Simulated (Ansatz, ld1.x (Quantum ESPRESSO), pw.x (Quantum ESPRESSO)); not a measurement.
## Equation-of-state test of one ultrasoft potential (aluminium (Al))

Al (Z = 13), ultrasoft, made with ld1.x (Quantum ESPRESSO) 7.5 (PBEsol, scalar-relativistic). Core [Ne], reference 3s2 3p1. Waves: 3s (bound): rcut 1.55, rcutus 1.80 bohr; 3s channel at 4.3 Ry: rcut 1.55, rcutus 1.80 bohr; 3p (bound): rcut 2.60, rcutus 2.75 bohr; 3p channel at 0.25 Ry: rcut 2.60, rcutus 2.75 bohr; 3d channel at 0.4 Ry: rcut 1.80, rcutus 2.45 bohr; 3d channel at 0.75 Ry: rcut 1.80, rcutus 2.45 bohr. Local part: all-electron potential smoothed inside 1.85 bohr (lloc = -1). Core correction: a·sin(br)/r model core inside 1.45 bohr. Augmentation charge: PSQ, radius 1.55 bohr.

Atomic tests: cutoffs needed: 8 Ry and 12 Ry (the cutoffs (Ry, on a coarse ladder) from which the occupation-weighted sum of valence levels, in a spherical-Bessel basis at the reference potential, stays within 10 and 1 mRy of its value at 400 Ry); ghost test: no extra level below or beside the all-electron valence levels (s, p, d, f tested) (spherical-Bessel basis up to 400 Ry, 20 bohr box); largest excitation error: -4.6 meV (all-electron minus pseudo) for 3s0 3p3, out of 7 test configurations.

Crystal test: bcc Al in pw.x 7.5, no spin, 14³ k-points, Fermi–Dirac smearing 0.01 Ry, cutoffs 40/320 Ry. The reference is all-electron LAPW (Ansatz 0.2.0) with the same functional, mesh and smearing; V0 and B0 come from Birch–Murnaghan fits to the pressures at five volumes. Errors are pseudo minus all-electron; Δ is the rms difference of the E(V) curves that follow from these fits, minima aligned, over ±6 % about the mean V0. Mesh and smearing are coarse, so the numbers serve the comparison and aren't converged zero-temperature values; the lattice is a test structure that the element need not adopt.

| V (Å³/atom) | P all-electron (GPa) | P pseudo (GPa) |
| --- | --- | --- |
| 15.746 | 4.37 | 3.69 |
| 16.161 | 2.13 | 1.53 |
| 16.575 | 0.16 | -0.35 |
| 16.989 | -1.55 | -2.01 |
| 17.404 | -3.06 | -3.46 |

All-electron: a0 = 3.215 Å (V0 = 16.61 Å³/atom), B0 = 72.6 GPa.

Pseudopotential: mean pressure error (GPa): -0.53; a0 (Å): 3.207; a0 error (%): -0.24; B0 error (%): -0.6; Δ (meV/atom): 1.9. The largest radius (2.75 bohr) exceeds half the bond length (2.63 bohr), so the spheres overlap, which is one possible source of error among others.

Task: At the middle volume, how do free energy and pressure move when the wave cutoff is lowered (ecutrho held at 320 Ry)?

Result:

| cutoff (Ry) | shift of F (meV/atom) | shift of P (GPa) |
| --- | --- | --- |
| 18 | +2.9 | -0.03 |
| 24 | +0.9 | -0.02 |
| 32 | +0.3 | +0.01 |

The run at the middle volume (104 k-points, 5 iterations) took about 4.4 s on one core of a shared host (Neoverse-V2, 96 threads, 742 GiB, load 33).
